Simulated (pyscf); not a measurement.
Thermochemistry of product channels of H₃C–AlH–CH₃ (SMILES [CH3][AlH][CH3]) + HO–SiH₃ (SMILES O[SiH3]) on the singlet surface, in kJ/mol, from ωB97M-D3(BJ)/def2-TZVP energies (ideal gas, 1 atm, RRHO with modes under 100 cm⁻¹ raised to 100, one conformer, R ln 2 for chiral ones without a mode under 150 cm⁻¹). PySCF, gas phase, ωB97X-D3(BJ)/def2-SVP geometries.

| products | ΔE | ΔH(298 K) | ΔG(298 K) | ΔG(1200 K) |
|---|---|---|---|---|
| H₃C–Al(CH₃)–O–SiH₃ (SMILES [CH3][Al]([CH3])[O][SiH3]) + H₂ (SMILES [H][H]) | -151.2 | -158.0 | -145.4 | -118.0 |
| CH₄ (SMILES C) + H₃C–AlH–O–SiH₃ (SMILES [CH3][AlH][O][SiH3]) | -175.3 | -170.7 | -162.1 | -132.1 |

These are energies of the channels, which say nothing of barriers.
